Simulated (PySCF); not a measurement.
Two species compared at the same levels of theory.

First species: Phenazine, C12H8N2.
SMILES: `C1=CC=C2N=C3C=CC=CC3=NC2=C1`

Second species: C₇H₁₁ClO₃.
InChI=1S/C7H11ClO3/c1-10-7(5-8)4-6(9)2-3-11-7/h2-5H2,1H3/t7-/m1/s1

Levels: CAM-B3LYP/def2-SVPD for HOMO energy, LUMO energy, HOMO–LUMO gap and static isotropic polarisability; TDDFT CAM-B3LYP/def2-SVPD for lowest singlet excitation; TDA CAM-B3LYP/def2-SVPD for lowest triplet excitation (Tamm–Dancoff). Geometries: PBE0-D3(BJ)/def2-SVP. All species are isolated and taken at one optimised geometry, non-relativistic unless stated. Electronic properties by PySCF.

| property | column X | column Y |
| --- | --- | --- |
| HOMO energy | -7.72 eV | -8.81 eV |
| LUMO energy | -1.73 eV | 0.38 eV |
| HOMO–LUMO gap | 5.99 eV | 9.19 eV |
| lowest singlet excitation | 3.38 eV | 4.39 eV |
| lowest triplet excitation (Tamm–Dancoff) | 2.28 eV | 3.83 eV |
| static isotropic polarisability | 166.3 au | 103.4 au |

Q: Which column belongs to which species?

A: Column X is the first species and column Y the second. The first has 22 atoms and 94 electrons, the second 22 and 94.

Q: How does each property change from the first species to the second?

A: HOMO energy -1.09 eV; LUMO energy +2.11 eV; HOMO–LUMO gap +3.20 eV; lowest singlet excitation +1.01 eV; lowest triplet excitation (Tamm–Dancoff) +1.55 eV; static isotropic polarisability -62.9 au.

On the first: The principal polarisabilities are 76.9, 150.0 and 272.0 au; their mean is the isotropic value. The vertical singlet–triplet gap S1 − T1 is 1.10 eV (TDDFT singlet less Tamm–Dancoff triplet; S1: HOMO−2→LUMO, weight 0.96; T1: HOMO→LUMO, weight 0.90).

On the second: The polarisability is 15.33 Å³ as a volume (1 au = 0.148185 Å³), or 1.10 au for each of the 94 electrons. The principal polarisabilities are 91.8, 101.8 and 116.8 au; their mean is the isotropic value.
